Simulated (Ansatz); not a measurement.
**C₂H₄S₂: small, medium and large basis sets**

How large a basis does C₂H₄S₂ need? Two functionals are run in growing sets.

Program: Ansatz 0.2.0, Gaussian basis. Level of theory: one geometry, several basis sets. These are calculated values, not measurements.

Levels to be run: PBE0-D4/def2-SVP; ωB97M-V/def2-SVP; PBE0-D4/def2-QZVPP; ωB97M-V/def2-QZVPP; the functionals' def2-TZVPP values are taken from earlier runs.

## Step 1: The geometry

All runs share one geometry, relaxed beforehand with PBE0-D4 in a triple-zeta def2 set.

SMILES `C=C(S)S`, 8 atoms, charge 0, spin multiplicity 1.

Atoms are counted from 1 here; the program's logs count them from 0.

Bond lengths: C1–C2 1.331 Å, C1–H5 1.083 Å, C1–H6 1.082 Å, C2–S3 1.756 Å, C2–S4 1.759 Å, S3–H7 1.344 Å, S4–H8 1.344 Å. Angles: C2–C1–H5 121.6°, C2–C1–H6 120.4°, H5–C1–H6 118.0°, C1–C2–S3 126.0°, C1–C2–S4 120.6°, S3–C2–S4 113.2°, C2–S3–H7 96.7°, C2–S4–H8 96.7°.

## Step 2: PBE0-D4 in def2-SVP

The input, in.yaml:

```yaml
crystal:
  periodic: [false, false, false]
  atoms:
    - {symbol: C, position_ang: [-0.254163, 0.986725, -0.613130]}
    - {symbol: C, position_ang: [-0.106001, -0.201854, -0.032624]}
    - {symbol: S, position_ang: [1.416775, -1.023085, 0.266313]}
    - {symbol: S, position_ang: [-1.511363, -1.170439, 0.394579]}
    - {symbol: H, position_ang: [0.592493, 1.533206, -1.009654]}
    - {symbol: H, position_ang: [-1.236807, 1.430323, -0.710046]}
    - {symbol: H, position_ang: [2.209198, 0.050784, 0.104657]}
    - {symbol: H, position_ang: [-1.018031, -1.662761, 1.544206]}
basis:
  gaussian: {orbitals: def2-SVP}
hamiltonian: {xc: pbe0, dispersion: d4}
output: {orbitals: {seedname: orbitals}}
```

Launch:

```sh
$ ansatz run in.yaml --threads 2 --pin off --events-out ev --progress --plain --max-ram 4352MiB
```

Further steps of the session: ωB97M-V in def2-SVP; PBE0-D4 in def2-QZVPP; ωB97M-V in def2-QZVPP.

**Question.** What will the summary of the whole plan be? Wanted: PBE0-D4: double and triple zeta above quadruple; ωB97M-V: double and triple zeta above quadruple.

The runs gave:

| quantity | value |
| --- | --- |
| PBE0-D4: double and triple zeta above quadruple | 10.73, 0.78 eV |
| ωB97M-V: double and triple zeta above quadruple | 10.76, 0.75 eV |

**Reading.** For PBE0-D4 the step from double to triple zeta gains 9.95 eV and the next only 0.78 eV. These are total energies; as a rule much of such shifts cancels in differences, which this series doesn't test. The LUMO of ωB97M-V is positive and keeps falling with the basis (2.02 to 1.33 eV): an unbound level that the basis holds in place.
